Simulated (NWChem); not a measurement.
fluoromethane (CH3F); SMILES CF

```xyz
5

C      0.0000     0.0000    -0.6116
F      0.0000     0.0000     0.7709
H      0.7304     0.7304    -0.9795
H      0.2673    -0.9977    -0.9795
H     -0.9977     0.2673    -0.9795
```
Atoms are numbered in this order, from 1.

Computed with NWChem. Coordinates come from a B3LYP/6-31G* (spherical d) optimisation. Solvent water, SMD (1 M gas to 1 M solution), gas-phase geometry.

```csv
level,basis functions,solvation free energy (kcal/mol),cavity-dispersion-structure term (kcal/mol),dipole in solution (D)
M06-2X/STO-3G,13,2.0,3.0,1.08
M06-2X/def2-SVP,43,-0.2,3.0,2.23
M06-2X/def2-SVPD,67,-0.4,3.0,2.36
M06-2X/def2-TZVP,80,-0.3,3.0,2.29
M06-2X/def2-TZVPD,104,-0.3,3.0,2.30
M06-2X/def2-TZVPP,104,-0.3,3.0,2.28
```
